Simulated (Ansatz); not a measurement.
## Which is lower?

Two relaxed structures of CH₂NaS, doublet (PBE0-D4/def2-TZVP; forces vanish, vibrations not checked).

A:

```xyz
5
angstrom
C -0.4079 0.1166 -0.2341
S 0.6263 1.1566 0.6631
Na 1.5069 -1.1926 0.6941
H -0.3737 0.1297 -1.3222
H -1.3516 -0.2104 0.1992
```

B:

C1  (0.321, 0.023, -0.138)
S2  (0.524, 1.656, 0.400)
Na3  (1.313, -1.907, 0.404)
H4  (-0.481, 0.091, -0.885)
H5  (1.510, 1.511, 1.306)
(Å)

Program: Ansatz 0.2.0. Basis: def2-TZVPP. Cores are frozen in the correlated methods; orbitals are unrestricted. The outer core shell of Li, Na, Mg and K is correlated. The def2 sets are not built for correlating such inner shells, so the correlated values are less sure here. B3LYP uses VWN-RPA correlation.

Question: Which structure is lower at CCSD(T), and by how much? (An estimate is asked for; the value comes from the calculation.)

Answer: The calculation gives: A, by 159.7 kJ/mol (electronic energy, against the other). By their contacts, A is CH₂NaS ([CH2]1[Na][S]1) and B is CH₂NaS ([Na][CH][SH]).

All methods give the same order:

```tsv
method	E(B) − E(A) (kJ/mol)
PBE-D4	153.9
r2SCAN-D4	161.4
PBE0-D4	160.4
B3LYP-D4	156.7
wB97M-V	159.8
HF	159.8
MP2	165.3
CCSD	159.7
CCSD(T)	159.7
```

The T1 diagnostic stays at or below 0.020. ⟨S²⟩ of the unrestricted Hartree–Fock references: 0.77 to 0.78 (a pure state has 0.75).

Labels in which every atom is bracketed show which atoms are joined, not bond orders.

For scale, one of the runs: CCSD(T)/def2-TZVPP, 133 basis functions, launched by `ansatz run in.yaml --threads 2 --pin off --events-out ev --progress --plain --max-ram 4352MiB`. Hardware: 2 CPU threads of an Arm Neoverse V2, shared host. Wall time 58 s; peak host memory 1.6 GiB.
